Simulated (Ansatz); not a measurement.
in.yaml

```yaml
crystal:
  periodic: [false, false, false]
  atoms:
    - {symbol: Se, position_ang: [0.000000, 0.000000, 0.000000]}
    - {symbol: Li, position_ang: [0.000000, 0.000000, 4.839000]}
basis:
  gaussian: {orbitals: cc-pVDZ}
total_charge: 1
magnetization: {spin_polarized: true, initial_magnetization: 2}
hamiltonian: {xc: {name: BHLYP}}
```

```sh
$ ansatz run in.yaml --threads 1 --pin off --events-out ev --progress --plain --max-ram 2393MiB
```

The program prints:

```
456 factors; integrals over basis functions are off by at most 5.6e-4 eV
mean field evaluation 1: about -65544.2609 eV, gradient 1.2e1 eV
mean field evaluation 2: about -65545.1477 eV, gradient 6.1e0 eV
mean field evaluation 4: about -65545.2918 eV, gradient 3.0e-1 eV
mean field evaluation 8: about -65545.2937 eV, gradient 7.3e-3 eV
mean field evaluation 16: about -65545.2937 eV, gradient 2.9e-5 eV
mean field -65545.29373258 eV, -2408.7451164766 hartree, gradient 7.7e-6 eV, S^2 2.003673; 1 other end points of the search recorded, 0 dependent functions left out
reference -65545.29392066 eV, -2408.7451233883 hartree; 19, 17 occupied and 22, 24 virtual orbitals, 456 factors
Total energy: -65545.29392066 eV, -2408.7451233883 hartree
```

Ran on 1 thread of Arm Neoverse V1, shared host: 3.1 s wall, 0.19 GiB peak host memory.
